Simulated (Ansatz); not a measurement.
The input, for Ansatz 0.2.0:

```yaml
crystal:
  periodic: [false, false, false]
  atoms:
    - {symbol: Ga, position_ang: [0.000000, 0.000000, 0.273494]}
    - {symbol: Be, position_ang: [0.000000, 0.000000, -1.998913]}
    - {symbol: H, position_ang: [0.000000, 1.319353, 1.148196]}
    - {symbol: H, position_ang: [0.000000, -1.319353, 1.148196]}
    - {symbol: H, position_ang: [0.000000, 0.000000, -3.342377]}
basis:
  gaussian: {orbitals: cc-pVDZ}
total_charge: 1
magnetization: {spin_polarized: true, initial_magnetization: 1}
hamiltonian: {xc: {name: PBE0}}
output: {forces: true, orbitals: {seedname: orbitals}}
```

```sh
$ ansatz run in.yaml --threads 1 --pin off --events-out ev --progress --plain --max-ram 2393MiB
```

The program prints:

```
580 factors; integrals over basis functions are off by at most 1.4e-3 eV
mean field evaluation 1: about -52807.8042 eV, gradient 9.0e0 eV
mean field evaluation 2: about -52808.2023 eV, gradient 5.8e0 eV
mean field evaluation 4: about -52808.5572 eV, gradient 8.2e-1 eV
mean field evaluation 8: about -52808.6369 eV, gradient 5.1e-2 eV
mean field evaluation 16: about -52808.6370 eV, gradient 1.3e-4 eV
mean field -52808.63701573 eV, -1940.6816153484 hartree, gradient 2.0e-5 eV, S^2 0.756099; 1 other end points of the search recorded, 0 dependent functions left out
the calculation of the forces begins
reference -52808.63704901 eV, -1940.6816165713 hartree; 19, 18 occupied and 37, 38 virtual orbitals, 580 factors
Total energy: -52808.63704901 eV, -1940.6816165713 hartree
Atom 0 at     0.000000     0.000000     0.273494 Å, force     0.000000    -0.000000     2.710212 eV/Å
Atom 1 at     0.000000     0.000000    -1.998913 Å, force     0.000000     0.000000    -1.188949 eV/Å
Atom 2 at     0.000000     1.319353     1.148196 Å, force     0.000000     0.414650    -0.731267 eV/Å
Atom 3 at     0.000000    -1.319353     1.148196 Å, force    -0.000000    -0.414650    -0.731267 eV/Å
Atom 4 at     0.000000     0.000000    -3.342377 Å, force    -0.000000     0.000000    -0.058730 eV/Å
Dipole moment:     0.000000    -0.000000    -0.630742 e Å
```

Forces (eV/Å):
```
Ga   0.000  0.000  2.710
Be   0.000  0.000 -1.189
H    0.000  0.415 -0.731
H    0.000 -0.415 -0.731
H    0.000  0.000 -0.059
```

Ran on 1 thread of AMD EPYC, shared host: 19 s wall, 0.13 GiB peak host memory.
